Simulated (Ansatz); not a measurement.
**Al2B (quartet): wB97M-V, B2PLYP over vertical spin and charge gaps, def2-QZVPP**

How well do these functionals follow the top wave-function level for Al2B (quartet) over vertical spin and charge gaps?

Method: def2-QZVPP, all electrons in the functionals, frozen cores in the correlation of double hybrids and RPA; program: Ansatz 0.2.0, Gaussian basis.

Plan: wB97M-V, B2PLYP, at charge 0, quartet; charge 0, doublet; charge 0, sextet; charge 1, triplet; charge 1, quintet.

3 further runs of the same task are left out: 1 that didn't finish, 2 set aside as unsound or not needed. Runs told in other sessions of the task aren't counted.

## Step 1: The geometry

The geometry is a PBE0/def2-TZVP stationary point (not a proven minimum).

3 atoms, charge 0, spin multiplicity 4.

Atoms are counted from 1 here; the program's logs count them from 0.

Bond lengths: Al1–Al2 2.726 Å, Al2–B3 2.006 Å. Angles: Al1–Al2–B3 180.0°.

Geometry (Å):

```xyz
3
Al2B
Al    0.0000    0.0000    2.4864
Al    0.0000    0.0000   -0.2400
B     0.0000    0.0000   -2.2464
```

No dispersion term is added; wB97M-V holds VV10 nonlocal correlation.

The geometry shown and the zero of energy belong to the point charge 0, quartet. The yardstick, UCCSD(T), and other wave-function levels (R restricted, U unrestricted, valence and pair active spaces) come from earlier runs.

## Step 2: wB97M-V, charge 0, quartet

File in.yaml:

```yaml
crystal:
  periodic: [false, false, false]
  atoms:
    - {symbol: Al, position_ang: [0.000000, 0.000000, 2.486400]}
    - {symbol: Al, position_ang: [0.000000, 0.000000, -0.240000]}
    - {symbol: B, position_ang: [0.000000, 0.000000, -2.246400]}
basis:
  gaussian: {orbitals: "def2-QZVPP.json"}
magnetization: {spin_polarized: true, initial_magnetization: 3}
hamiltonian: {xc: {name: wB97M-V}}
output: {orbitals: {seedname: orbitals}}
```

Launch:

```sh
> ansatz run in.yaml --threads 1 --pin off --events-out ev --progress --plain --max-ram 2393MiB
```

The log of the run (excerpt; [...] marks lines left out):

```text
Functional definition: wB97M-V
  name "wB97M-V"
  cite "Mardirossian & Head-Gordon, J. Chem. Phys. 144, 214110 (2016) doi:10.1063/1.4952647"
  cite "Becke, J. Chem. Phys. 107, 8554 (1997) doi:10.1063/1.475007"
  cite "Vydrov & Van Voorhis, J. Chem. Phys. 133, 244103 (2010) doi:10.1063/1.3521275"
  # Of w^i u^j: cxij and so on, Table III.
[...]
  gx(w, u) = 1 - cx + cx01*u + cx10*w
  gss(w, u) = css00 + css04*u^4 + css10*w + css20*w^2 + css43*w^4*u^3
  gos(w, u) = cos00 + cos10*w + (cos20 + cos21*u)*w^2 + (cos60 + cos61*u)*w^6
[...]
      + integral(e_c_pw_mod_opposite_spin*gos(b97_w_opposite, b97_u_opposite)) + vv10(b, c)
909 factors; their error is unknown
242 factors; integrals over basis functions are off by at most 2.4e-5 eV
[...]
mean field -13863.79270850 eV, -509.4849848210 hartree, gradient 4.3e-5 eV, S^2 3.752747; 2 other end points of the search recorded, 0 dependent functions left out
reference -13863.79275283 eV, -509.4849864502 hartree; 17, 14 occupied and 180, 183 virtual orbitals, 909 factors
Total energy: -13863.79275283 eV, -509.4849864502 hartree
```

It took 47 s on 1 thread of Arm Neoverse V1, shared host; peak memory 0.61 GiB.

From the report: ⟨S²⟩ of the determinant 3.753 (pure quartet: 3.75).

## Step 3: wB97M-V, charge 0, doublet

Edit in.yaml of step 2 so:

```diff
@@ -8,3 +8,3 @@
   gaussian: {orbitals: "def2-QZVPP.json"}
-magnetization: {spin_polarized: true, initial_magnetization: 3}
+magnetization: {spin_polarized: true, initial_magnetization: 1}
 hamiltonian: {xc: {name: wB97M-V}}
```

Launched as before.

The log of the run (excerpt; [...] marks lines left out):

```text
Functional definition: wB97M-V
  name "wB97M-V"
  cite "Mardirossian & Head-Gordon, J. Chem. Phys. 144, 214110 (2016) doi:10.1063/1.4952647"
  cite "Becke, J. Chem. Phys. 107, 8554 (1997) doi:10.1063/1.475007"
  cite "Vydrov & Van Voorhis, J. Chem. Phys. 133, 244103 (2010) doi:10.1063/1.3521275"
  # Of w^i u^j: cxij and so on, Table III.
[...]
  gx(w, u) = 1 - cx + cx01*u + cx10*w
  gss(w, u) = css00 + css04*u^4 + css10*w + css20*w^2 + css43*w^4*u^3
  gos(w, u) = cos00 + cos10*w + (cos20 + cos21*u)*w^2 + (cos60 + cos61*u)*w^6
[...]
      + integral(e_c_pw_mod_opposite_spin*gos(b97_w_opposite, b97_u_opposite)) + vv10(b, c)
909 factors; their error is unknown
242 factors; integrals over basis functions are off by at most 2.4e-5 eV
[...]
mean field -13863.32057874 eV, -509.4676343725 hartree, gradient 3.6e-6 eV, S^2 1.762383; 11 other end points of the search recorded, 0 dependent functions left out
reference -13863.32062271 eV, -509.4676359883 hartree; 16, 15 occupied and 181, 182 virtual orbitals, 909 factors
Total energy: -13863.32062271 eV, -509.4676359883 hartree
```

Run time: 4.3 min. Hardware: 1 thread of Arm Neoverse V1, shared host; peak memory 0.84 GiB.

From the report: ⟨S²⟩ of the determinant 1.762 (pure doublet: 0.75). The determinant of wB97M-V (⟨S²⟩ 1.76) is far from a pure spin state, so its energy mixes those of several spin states; that is harmless only where they are near-degenerate.

From charge 0, quartet: +10.9 kcal/mol.

## Step 4: wB97M-V, charge 0, sextet

Edit in.yaml of step 3 so:

```diff
@@ -8,3 +8,3 @@
   gaussian: {orbitals: "def2-QZVPP.json"}
-magnetization: {spin_polarized: true, initial_magnetization: 1}
+magnetization: {spin_polarized: true, initial_magnetization: 5}
 hamiltonian: {xc: {name: wB97M-V}}
```

The command is unchanged.

The log of the run (excerpt; [...] marks lines left out):

```text
Functional definition: wB97M-V
  name "wB97M-V"
  cite "Mardirossian & Head-Gordon, J. Chem. Phys. 144, 214110 (2016) doi:10.1063/1.4952647"
  cite "Becke, J. Chem. Phys. 107, 8554 (1997) doi:10.1063/1.475007"
  cite "Vydrov & Van Voorhis, J. Chem. Phys. 133, 244103 (2010) doi:10.1063/1.3521275"
  # Of w^i u^j: cxij and so on, Table III.
[...]
  gx(w, u) = 1 - cx + cx01*u + cx10*w
  gss(w, u) = css00 + css04*u^4 + css10*w + css20*w^2 + css43*w^4*u^3
  gos(w, u) = cos00 + cos10*w + (cos20 + cos21*u)*w^2 + (cos60 + cos61*u)*w^6
[...]
      + integral(e_c_pw_mod_opposite_spin*gos(b97_w_opposite, b97_u_opposite)) + vv10(b, c)
909 factors; their error is unknown
242 factors; integrals over basis functions are off by at most 2.4e-5 eV
[...]
mean field -13861.99246396 eV, -509.4188270546 hartree, gradient 2.5e-5 eV, S^2 8.755316; 2 other end points of the search recorded, 0 dependent functions left out
reference -13861.99250639 eV, -509.4188286140 hartree; 18, 13 occupied and 179, 184 virtual orbitals, 909 factors
Total energy: -13861.99250639 eV, -509.4188286140 hartree
```

Run time: 38 s. Hardware: 1 thread of Arm Neoverse V1, shared host; peak memory 0.6 GiB.

From the report: ⟨S²⟩ of the determinant 8.755 (pure sextet: 8.75).

From charge 0, quartet: +41.5 kcal/mol.

## Step 5: wB97M-V, charge 1, triplet

Edit in.yaml of step 4 so:

```diff
@@ -8,3 +8,4 @@
   gaussian: {orbitals: "def2-QZVPP.json"}
-magnetization: {spin_polarized: true, initial_magnetization: 5}
+total_charge: 1
+magnetization: {spin_polarized: true, initial_magnetization: 2}
 hamiltonian: {xc: {name: wB97M-V}}
```

Same command.

The log of the run (excerpt; [...] marks lines left out):

```text
Functional definition: wB97M-V
  name "wB97M-V"
  cite "Mardirossian & Head-Gordon, J. Chem. Phys. 144, 214110 (2016) doi:10.1063/1.4952647"
  cite "Becke, J. Chem. Phys. 107, 8554 (1997) doi:10.1063/1.475007"
  cite "Vydrov & Van Voorhis, J. Chem. Phys. 133, 244103 (2010) doi:10.1063/1.3521275"
  # Of w^i u^j: cxij and so on, Table III.
[...]
  gx(w, u) = 1 - cx + cx01*u + cx10*w
  gss(w, u) = css00 + css04*u^4 + css10*w + css20*w^2 + css43*w^4*u^3
  gos(w, u) = cos00 + cos10*w + (cos20 + cos21*u)*w^2 + (cos60 + cos61*u)*w^6
[...]
      + integral(e_c_pw_mod_opposite_spin*gos(b97_w_opposite, b97_u_opposite)) + vv10(b, c)
909 factors; their error is unknown
242 factors; integrals over basis functions are off by at most 2.4e-5 eV
[...]
mean field -13857.16546616 eV, -509.2414381573 hartree, gradient 1.4e-5 eV, S^2 2.005865; 4 other end points of the search recorded, 0 dependent functions left out
reference -13857.16551949 eV, -509.2414401172 hartree; 16, 14 occupied and 181, 183 virtual orbitals, 909 factors
Total energy: -13857.16551949 eV, -509.2414401172 hartree
```

Wall time 2 min (1 thread of Arm Neoverse V1, shared host); peak memory 0.8 GiB.

From the report: ⟨S²⟩ of the determinant 2.006 (pure triplet: 2.00).

From charge 0, quartet: +152.8 kcal/mol.

## Step 6: wB97M-V, charge 1, quintet

Edit in.yaml of step 5 so:

```diff
@@ -9,3 +9,3 @@
 total_charge: 1
-magnetization: {spin_polarized: true, initial_magnetization: 2}
+magnetization: {spin_polarized: true, initial_magnetization: 4}
 hamiltonian: {xc: {name: wB97M-V}}
```

Same command.

The log of the run (excerpt; [...] marks lines left out):

```text
Functional definition: wB97M-V
  name "wB97M-V"
  cite "Mardirossian & Head-Gordon, J. Chem. Phys. 144, 214110 (2016) doi:10.1063/1.4952647"
  cite "Becke, J. Chem. Phys. 107, 8554 (1997) doi:10.1063/1.475007"
  cite "Vydrov & Van Voorhis, J. Chem. Phys. 133, 244103 (2010) doi:10.1063/1.3521275"
  # Of w^i u^j: cxij and so on, Table III.
[...]
  gx(w, u) = 1 - cx + cx01*u + cx10*w
  gss(w, u) = css00 + css04*u^4 + css10*w + css20*w^2 + css43*w^4*u^3
  gos(w, u) = cos00 + cos10*w + (cos20 + cos21*u)*w^2 + (cos60 + cos61*u)*w^6
[...]
      + integral(e_c_pw_mod_opposite_spin*gos(b97_w_opposite, b97_u_opposite)) + vv10(b, c)
909 factors; their error is unknown
242 factors; integrals over basis functions are off by at most 2.4e-5 eV
[...]
mean field -13855.81781197 eV, -509.1919127794 hartree, gradient 1.2e-5 eV, S^2 6.005958; 2 other end points of the search recorded, 0 dependent functions left out
reference -13855.81786475 eV, -509.1919147187 hartree; 17, 13 occupied and 180, 184 virtual orbitals, 909 factors
Total energy: -13855.81786475 eV, -509.1919147187 hartree
```

It took 79 s on 1 thread of Arm Neoverse V1, shared host; peak memory 0.75 GiB.

From the report: ⟨S²⟩ of the determinant 6.006 (pure quintet: 6.00).

From charge 0, quartet: +183.9 kcal/mol.

## Step 7: B2PLYP, charge 0, quartet

File in.yaml:

```yaml
crystal:
  periodic: [false, false, false]
  atoms:
    - {symbol: Al, position_ang: [0.000000, 0.000000, 2.486400]}
    - {symbol: Al, position_ang: [0.000000, 0.000000, -0.240000]}
    - {symbol: B, position_ang: [0.000000, 0.000000, -2.246400]}
basis:
  gaussian: {orbitals: "def2-QZVPP.json"}
magnetization: {spin_polarized: true, initial_magnetization: 3}
hamiltonian: {xc: {name: B2PLYP}}
correlation: {electrons: outside_noble_gas}
```

The command is unchanged.

The log of the run (excerpt; [...] marks lines left out):

```text
Functional definition: B2PLYP
  name "B2PLYP"
  cite "Grimme, J. Chem. Phys. 124, 034108 (2006) doi:10.1063/1.2148954"
  cite "Becke, Phys. Rev. A 38, 3098 (1988) doi:10.1103/PhysRevA.38.3098"
  cite "Lee, Yang & Parr, Phys. Rev. B 37, 785 (1988) doi:10.1103/PhysRevB.37.785"
[...]
1172 factors; integrals over basis functions are off by at most 1.0e-3 eV
[...]
mean field -13856.26094281 eV, -509.2081975373 hartree, gradient 5.0e-6 eV, S^2 3.754225; 8 other end points of the search recorded, 0 dependent functions left out
11 core orbitals not correlated: weight in the atoms' cores, before any rotation towards them, 1.000 or more for the frozen orbitals, at most 0.000 for the correlated occupied ones
reference -13856.26107628 eV, -509.2082024420 hartree; 6, 3 occupied and 180, 183 virtual orbitals, 1172 factors
second order -6.33275589 eV of doubles, -0.00000000 eV of singles
Total energy: -13857.97092037 eV, -509.2710380534 hartree
```

Run time: 55 s. Hardware: 1 thread of Arm Neoverse V1, shared host; peak memory 0.6 GiB.

From the report: ⟨S²⟩ of the determinant 3.754 (pure quartet: 3.75).

## Step 8: B2PLYP, charge 0, doublet

Edit in.yaml of step 7 so:

```diff
@@ -8,3 +8,3 @@
   gaussian: {orbitals: "def2-QZVPP.json"}
-magnetization: {spin_polarized: true, initial_magnetization: 3}
+magnetization: {spin_polarized: true, initial_magnetization: 1}
 hamiltonian: {xc: {name: B2PLYP}}
```

Launched as before.

The log of the run (excerpt; [...] marks lines left out):

```text
Functional definition: B2PLYP
  name "B2PLYP"
  cite "Grimme, J. Chem. Phys. 124, 034108 (2006) doi:10.1063/1.2148954"
  cite "Becke, Phys. Rev. A 38, 3098 (1988) doi:10.1103/PhysRevA.38.3098"
  cite "Lee, Yang & Parr, Phys. Rev. B 37, 785 (1988) doi:10.1103/PhysRevB.37.785"
[...]
1172 factors; integrals over basis functions are off by at most 1.0e-3 eV
[...]
mean field -13856.00567872 eV, -509.1988167551 hartree, gradient 2.1e-6 eV, S^2 1.784946; 15 other end points of the search recorded, 0 dependent functions left out
11 core orbitals not correlated: weight in the atoms' cores, before any rotation towards them, 1.000 or more for the frozen orbitals, at most 0.000 for the correlated occupied ones
reference -13856.00581042 eV, -509.1988215947 hartree; 5, 4 occupied and 181, 182 virtual orbitals, 1172 factors
second order -6.14145578 eV of doubles, -0.00000000 eV of singles
Total energy: -13857.66400347 eV, -509.2597590657 hartree
```

Wall time 3.3 min (1 thread of Arm Neoverse V1, shared host); peak memory 0.67 GiB.

From the report: ⟨S²⟩ of the determinant 1.785 (pure doublet: 0.75). The determinant of B2PLYP (⟨S²⟩ 1.78) is far from a pure spin state, so its energy mixes those of several spin states; that is harmless only where they are near-degenerate.

From charge 0, quartet: +7.1 kcal/mol.

## Step 9: B2PLYP, charge 0, sextet

Edit in.yaml of step 8 so:

```diff
@@ -8,3 +8,3 @@
   gaussian: {orbitals: "def2-QZVPP.json"}
-magnetization: {spin_polarized: true, initial_magnetization: 1}
+magnetization: {spin_polarized: true, initial_magnetization: 5}
 hamiltonian: {xc: {name: B2PLYP}}
```

Same command.

The log of the run (excerpt; [...] marks lines left out):

```text
Functional definition: B2PLYP
  name "B2PLYP"
  cite "Grimme, J. Chem. Phys. 124, 034108 (2006) doi:10.1063/1.2148954"
  cite "Becke, Phys. Rev. A 38, 3098 (1988) doi:10.1103/PhysRevA.38.3098"
  cite "Lee, Yang & Parr, Phys. Rev. B 37, 785 (1988) doi:10.1103/PhysRevB.37.785"
[...]
1172 factors; integrals over basis functions are off by at most 1.0e-3 eV
[...]
mean field -13854.85596265 eV, -509.1565654688 hartree, gradient 4.9e-6 eV, S^2 8.762460; 6 other end points of the search recorded, 0 dependent functions left out
11 core orbitals not correlated: weight in the atoms' cores, before any rotation towards them, 1.000 or more for the frozen orbitals, at most 0.000 for the correlated occupied ones
reference -13854.85609596 eV, -509.1565703679 hartree; 7, 2 occupied and 179, 184 virtual orbitals, 1172 factors
second order -5.49980327 eV of doubles, -0.00000000 eV of singles
Total energy: -13856.34104284 eV, -509.2111411593 hartree
```

Run time: 28 s. Hardware: 1 thread of Arm Neoverse V1, shared host; peak memory 0.5 GiB.

From the report: ⟨S²⟩ of the determinant 8.762 (pure sextet: 8.75).

From charge 0, quartet: +37.6 kcal/mol.

## Step 10: B2PLYP, charge 1, triplet

Edit in.yaml of step 9 so:

```diff
@@ -8,3 +8,4 @@
   gaussian: {orbitals: "def2-QZVPP.json"}
-magnetization: {spin_polarized: true, initial_magnetization: 5}
+total_charge: 1
+magnetization: {spin_polarized: true, initial_magnetization: 2}
 hamiltonian: {xc: {name: B2PLYP}}
```

Launched as before.

The log of the run (excerpt; [...] marks lines left out):

```text
Functional definition: B2PLYP
  name "B2PLYP"
  cite "Grimme, J. Chem. Phys. 124, 034108 (2006) doi:10.1063/1.2148954"
  cite "Becke, Phys. Rev. A 38, 3098 (1988) doi:10.1103/PhysRevA.38.3098"
  cite "Lee, Yang & Parr, Phys. Rev. B 37, 785 (1988) doi:10.1103/PhysRevB.37.785"
[...]
1172 factors; integrals over basis functions are off by at most 1.0e-3 eV
[...]
mean field -13849.86267256 eV, -508.9730654425 hartree, gradient 1.2e-6 eV, S^2 2.011980; 11 other end points of the search recorded, 0 dependent functions left out
11 core orbitals not correlated: weight in the atoms' cores, before any rotation towards them, 1.000 or more for the frozen orbitals, at most 0.000 for the correlated occupied ones
reference -13849.86282202 eV, -508.9730709352 hartree; 5, 3 occupied and 181, 183 virtual orbitals, 1172 factors
second order -5.04239429 eV of doubles, -0.00000000 eV of singles
Total energy: -13851.22426848 eV, -509.0231031697 hartree
```

It took 87 s on 1 thread of Arm Neoverse V1, shared host; peak memory 0.68 GiB.

From the report: ⟨S²⟩ of the determinant 2.012 (pure triplet: 2.00).

From charge 0, quartet: +155.6 kcal/mol.

## Step 11: B2PLYP, charge 1, quintet

Edit in.yaml of step 10 so:

```diff
@@ -9,3 +9,3 @@
 total_charge: 1
-magnetization: {spin_polarized: true, initial_magnetization: 2}
+magnetization: {spin_polarized: true, initial_magnetization: 4}
 hamiltonian: {xc: {name: B2PLYP}}
```

The command is unchanged.

The log of the run (excerpt; [...] marks lines left out):

```text
Functional definition: B2PLYP
  name "B2PLYP"
  cite "Grimme, J. Chem. Phys. 124, 034108 (2006) doi:10.1063/1.2148954"
  cite "Becke, Phys. Rev. A 38, 3098 (1988) doi:10.1103/PhysRevA.38.3098"
  cite "Lee, Yang & Parr, Phys. Rev. B 37, 785 (1988) doi:10.1103/PhysRevB.37.785"
[...]
1172 factors; integrals over basis functions are off by at most 1.0e-3 eV
[...]
mean field -13848.76476426 eV, -508.9327180567 hartree, gradient 1.4e-6 eV, S^2 6.017056; 7 other end points of the search recorded, 0 dependent functions left out
11 core orbitals not correlated: weight in the atoms' cores, before any rotation towards them, 1.000 or more for the frozen orbitals, at most 0.000 for the correlated occupied ones
reference -13848.76491225 eV, -508.9327234952 hartree; 6, 2 occupied and 180, 184 virtual orbitals, 1172 factors
second order -5.13092242 eV of doubles, -0.00000000 eV of singles
Total energy: -13850.15026130 eV, -508.9836341338 hartree
```

It took 78 s on 1 thread of Arm Neoverse V1, shared host; peak memory 0.67 GiB.

From the report: ⟨S²⟩ of the determinant 6.017 (pure quintet: 6.00).

From charge 0, quartet: +180.3 kcal/mol.

## Step 12: Against the wave-function levels

No level is safe as a reference over these points; UCCSD(T) serves as a yardstick only. It comes from earlier runs at the same points. Energies in kcal/mol, counted from charge 0, quartet; blanks weren't run or aren't comparable.

| level | quartet to doublet | quartet to sextet | ionisation to the triplet cation | ionisation to the quintet cation |
| --- | --- | --- | --- | --- |
| UCCSD(T) |  | 35.5 | 159.4 | 182.0 |
| wB97M-V | 10.9 | 41.5 | 152.8 | 183.9 |
| B2PLYP | 7.1 | 37.6 | 155.6 | 180.3 |

Largest miss and mean time a point (UCCSD(T) took 2.2 min a point; shared hosts):

| level | largest miss (kcal/mol) | where | time a point |
| --- | --- | --- | --- |
| wB97M-V | -6.5 | ionisation to the triplet cation | 1.8 min |
| B2PLYP | -3.8 | ionisation to the triplet cation | 88 s |

## Step 13: Outcome

| quantity | value |
| --- | --- |
| quartet to sextet, UCCSD(T) | 35.5 kcal/mol |
| ionisation to the triplet cation, UCCSD(T) | 159.4 kcal/mol |
| ionisation to the quintet cation, UCCSD(T) | 182.0 kcal/mol |
| largest miss, wB97M-V | -6.5 kcal/mol (ionisation to the triplet cation) |
| largest miss, B2PLYP | -3.8 kcal/mol (ionisation to the triplet cation) |

In words: Misses are known at 3 of 4 points at best, and only functionals with that many are ranked. Of the functionals, B2PLYP keep the smallest largest miss at the points compared (at most 3.8 kcal/mol) and wB97M-V strays most (6.5 kcal/mol, at ionisation to the triplet cation). wB97M-V, B2PLYP clearly break the spin symmetry at some points (⟨S²⟩ up to 1.03 above the pure value), so energy there is bought with a mixed spin. Functionals and the yardstick converge differently with the basis, so part of each miss in def2-QZVPP is the basis. The yardstick itself may be off where one determinant is a poor start.
